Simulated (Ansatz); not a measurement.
Geometry optimisation, Ansatz 0.2.0, UKS r2SCAN-D4/STO-3G.

input.yaml

```yaml
crystal:
  periodic: [false, false, false]
  atoms:
    - { symbol: Cl, position_ang: [-1.0712, -2.4034, -0.768] }
    - { symbol: C, position_ang: [-0.2561, -1.0015, -0.4336] }
    - { symbol: "N", position_ang: [0.898, -0.6112, -0.773] }
    - { symbol: C, position_ang: [0.871, 0.6626, -0.0136] }
    - { symbol: C, position_ang: [-0.6018, 0.1946, 0.3624] }
    - { symbol: H, position_ang: [0.8482, 1.5516, -0.6537] }
    - { symbol: H, position_ang: [1.5394, 0.7404, 0.8166] }
    - { symbol: H, position_ang: [1.43395, -0.90401, -1.6148] }
    - { symbol: H, position_ang: [-0.7532, 0.0098, 1.4829] }
magnetization:
  spin_polarized: true
basis:
  gaussian: { orbitals: STO-3G }
hamiltonian:
  xc: r2scan
  dispersion: d4
relax:
  f_tol: 0.02
  max_steps: 50
```

Launched with:

```bash
$ ansatz run input.yaml --threads 1 --pin off --max-ram 2048MiB --backend cpu --events-out ev --progress --plain --runs-dir out
```

Question: Where does it end, and by what steps?

Answer: The forces met the threshold. Limits of this set-up: minimal basis. After 8 steps the energy has fallen by 2.168 eV; H9 moved furthest, 0.55 Å. The start is strongly strained (largest force component 10 eV/Å).

```
step  energy less start (eV)  largest force component (eV/Å)  accepted
   0                  0.0000                           9.739       yes
   1                 -1.2544                           3.350       yes
   2                 -1.7922                           0.963       yes
   3                 -2.0216                           1.679       yes
   4                 -2.1333                           1.403       yes
   5                 -2.1627                           0.270       yes
   6                 -2.1668                           0.174       yes
   7                 -2.1684                           0.030       yes
   8                 -2.1684                           0.012       yes
```

```xyz
9
Properties=species:S:1:pos:R:3
Cl -1.107 -2.551 -0.710
C -0.218 -1.058 -0.312
N 1.171 -0.745 -0.756
C 0.927 0.588 0.042
C -0.423 0.012 0.491
H 0.881 1.472 -0.623
H 1.692 0.731 0.829
H 1.142 -0.514 -1.801
H -1.156 0.304 1.246
```

Whether the end is a true minimum wasn't checked by a vibrational analysis.

The run took 23 s on 1 CPU thread of a shared host.
